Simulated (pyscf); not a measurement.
## Four-centre exchange: `[NH2][SiH]([Cl])[Cl]` + `[OH2]` -> `[NH2][Si]([OH])([Cl])[Cl]` + `[H][H]`

Gas phase, singlet surface, charge 0. Bonds broken: Si2–H7, O8–H9. Bonds formed: Si2–O8, H7–H9. Optimised with ωB97X-D3(BJ)/def2-SVP in PySCF.

Transition state (Å):

```xyz
10

N      0.2949     0.5684     0.9779
Si    -0.7528    -0.1893    -0.1439
Cl    -0.2428    -2.1668     0.3711
Cl    -2.7881    -0.1539     0.1353
H      0.6506     0.0338     1.7625
H      0.2383     1.5640     1.1662
H     -0.5994    -0.8100    -1.7583
O     -0.7062     1.2755    -1.2956
H     -0.6009     0.1645    -1.9091
H      0.1382     1.7493    -1.2642
```

One imaginary mode, 1367i cm⁻¹; descent along it reached the two sides named, in the forms told below.

```tsv
bond	change	reactant side (Å)	saddle	product side
Si2–H7	breaks	1.473	1.736	4.3
O8–H9	breaks	0.968	1.274	2.599
Si2–O8	forms	2.9	1.864	1.648
H7–H9	forms	3.1	0.986	0.760
```

Electronic energies relative to the separated reactants (eV):

| level | barrier | reaction energy | reverse barrier |
|---|---|---|---|
| ωB97X-D3(BJ)/def2-TZVP | 1.44 | -0.99 | 2.43 |
| PBE/def2-TZVP | 1.22 | -0.90 | 2.12 |
| r²SCAN/def2-TZVP | 1.24 | -1.05 | 2.29 |
| B3LYP-D3(BJ)/def2-TZVP | 1.45 | -0.98 | 2.42 |
| PBE0-D3(BJ)/def2-TZVP | 1.32 | -0.92 | 2.24 |
| M06-2X/def2-TZVP | 1.43 | -1.09 | 2.52 |
| ωB97M-D3(BJ)/def2-TZVP | 1.43 | -0.98 | 2.41 |
| HF/def2-TZVP | 2.37 | -0.89 | 3.26 |

With ωB97M-D3(BJ)/def2-TZVP energies and thermal terms (ideal gas, 1 atm, RRHO with modes under 100 cm⁻¹ raised to 100, one conformer, R ln 2 for rigid chiral ones), in eV:

```
T (K)   ΔH‡   ΔG‡     ΔH     ΔG
-----  ----  ----  -----  -----
298    1.36  1.87  -1.11  -1.00
600    1.36  2.40  -1.06  -0.91
900    1.38  2.91  -1.02  -0.84
1200   1.42  3.41  -0.98  -0.78
```

On the reactant side the descent ends in a complex, 0.30 eV under the separated species and 1.74 eV under the saddle at ωB97X-D3(BJ)/def2-TZVP. At the saddle there is also a short H–Si contact that neither side keeps. One saddle was located; it need not be the lowest between these sides.
